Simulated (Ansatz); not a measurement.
Reaction (SMILES): ClCl (Cl2) + [H][H] (H2) → 2 Cl (HCl)
B3LYP-D3(BJ)/def2-TZVP geometries, fixed; electronic energies without zero-point terms.
Largest species:
```xyz
2

Cl     0.0000     0.0000    -1.0068
Cl     0.0000     0.0000     1.0068
```

Basis-set convergence of the energy of full hydrogenation at HF with Ansatz (a first-principles code). Cartesian d functions, on some or all atoms, in 6-31G*, 6-31G**, 6-311G**; all else is spherical. No added dispersion term, no relativity. Functions are those of the species that has most. Reference: the value in pcseg-4, -51.14 kcal/mol, itself unsure by roughly 0.10 kcal/mol (its mean distance from aug-pcseg-3, aug-cc-pV(Q+d)Z, cc-pV(5+d)Z). Deviations are taken from unrounded values.

```tsv
basis	functions
STO-3G	18
3-21G	26
6-31G	26
def2-SV(P)	36
def2-SVP	36
6-31G*	38
6-31G**	38
6-311G**	54
aug-cc-pV(D+d)Z	64
def2-TZVP	74
def2-TZVPP	84
jun-cc-pV(T+d)Z	96
aug-cc-pV(T+d)Z	110
def2-QZVPP	140
aug-cc-pV(Q+d)Z	178
```

Q: Which is the smallest set listed that can be trusted to 1 kcal/mol here, that is, within that of the reference together with its larger relatives (same family, alike in diffuse functions; a set with none to test it counts only in the reference's own line)?

A: The smallest set listed that lies within 1 kcal/mol of the reference with all its larger relatives (same family, alike in diffuse functions; a set with none counts only in the reference's own line) is def2-TZVP (74 functions, 0.26 kcal/mol off). Inside the window by cancellation, since a larger relative falls out: 6-31G, 6-31G*. Value minus reference: STO-3G 25.89, 3-21G -1.70, 6-31G -0.50, def2-SV(P) 5.58, def2-SVP -4.37, 6-31G* 0.72, 6-31G** -4.23, 6-311G** -7.01, aug-cc-pV(D+d)Z -5.71, def2-TZVP 0.26, def2-TZVPP -0.69, jun-cc-pV(T+d)Z -0.61, aug-cc-pV(T+d)Z -0.46, def2-QZVPP -0.16, aug-cc-pV(Q+d)Z -0.21 kcal/mol.
